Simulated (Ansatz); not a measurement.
# SF+ (triplet): from Hartree-Fock to the top rungs, cc-pVDZ

Aim: climb from Hartree-Fock through coupled cluster and multireference methods for SF+ (triplet) at one geometry and basis, and see what each rung misses.

Method: cc-pVDZ, core rule «outside noble gas», up to 6 orbitals frozen; program: Ansatz 0.2.0, Gaussian basis.

To be run: UHF; CCSD(T) on ROHF; CCSD(T) on UHF; BCCD(T) on ROHF; CISD; CCSDT(Q) on ROHF; CCSDT(Q) on UHF; CASSCF and MRCISD+Q, 12 electrons in 8 orbitals; CASSCF and NEVPT2, 12 electrons in 8 orbitals.

14 further runs of the same task are left out: 5 that didn't finish, 9 set aside as unsound or not needed.

### Step 1. What is computed

The geometry is a PBE0/def2-TZVP stationary point (not a proven minimum).

2 atoms, charge 1, spin multiplicity 3.

Atoms are counted from 1 here; the program's logs count them from 0.

Bond lengths: F1–S2 1.504 Å.

Geometry (Å):

```
atom    x (Å)    y (Å)    z (Å)
  F1  0.00000  0.00000  0.00000
  S2  0.00000  0.00000  1.50400
```

### Step 2. UHF

File in.yaml:

```yaml
crystal:
  periodic: [false, false, false]
  atoms:
    - {symbol: F, position_ang: [0.000000, 0.000000, 0.000000]}
    - {symbol: S, position_ang: [0.000000, 0.000000, 1.504000]}
basis:
  gaussian: {orbitals: cc-pVDZ}
total_charge: 1
magnetization: {spin_polarized: true, initial_magnetization: 2}
hamiltonian: {xc: hf}
output: {orbitals: {seedname: orbitals}}
```

On the command line:

```
$ ansatz run in.yaml --threads 1 --pin off --events-out ev --progress --plain --max-ram 2393MiB
```

After this run come: CCSD(T) on ROHF; CCSD(T) on UHF; BCCD(T) on ROHF; CISD; CCSDT(Q) on ROHF; CCSDT(Q) on UHF; CASSCF and MRCISD+Q, 12 electrons in 8 orbitals; CASSCF and NEVPT2, 12 electrons in 8 orbitals.

Q: Predict the results of all the runs planned. Wanted: UCCSDT(Q) below the RHF energy; RMP2 from UCCSDT(Q); UMP2 from UCCSDT(Q); RCCSD from UCCSDT(Q); RCCSD(T) from UCCSDT(Q); UCCSD(T) from UCCSDT(Q); RCCSDT(Q) from UCCSDT(Q); NEVPT2 valence from UCCSDT(Q); MRCISD+Q valence from UCCSDT(Q).

The runs gave:

| quantity | value |
| --- | --- |
| UCCSDT(Q) below the RHF energy | -8.4662 eV |
| RMP2 from UCCSDT(Q) | +64.5 kJ/mol |
| UMP2 from UCCSDT(Q) | +67.9 kJ/mol |
| RCCSD from UCCSDT(Q) | +23.0 kJ/mol |
| RCCSD(T) from UCCSDT(Q) | +3.9 kJ/mol |
| UCCSD(T) from UCCSDT(Q) | +4.0 kJ/mol |
| RCCSDT(Q) from UCCSDT(Q) | +0.6 kJ/mol |
| NEVPT2 valence from UCCSDT(Q) | +109.5 kJ/mol |
| MRCISD+Q valence from UCCSDT(Q) | +6.2 kJ/mol |
| levels within 1 kcal/mol (43 meV) | RCCSD(T), UCCSD(T), BCCD(T), RCCSDT, UCCSDT, RCCSDT(Q) |
| T1 diagnostic | 0.027 |
| effectively unpaired electrons | 2.01 |

**Reading.** RCCSD(T) misses by +3.9 kJ/mol, 0.5 % of the correlation energy. One determinant dominates. Of the multireference levels listed MRCISD+Q valence comes nearest in total energy (+6.2 kJ/mol), which doesn't show that its space is the better one. These misses are within one basis, not against nature; the frozen cores of restricted and unrestricted runs differ, which can shift their rows.
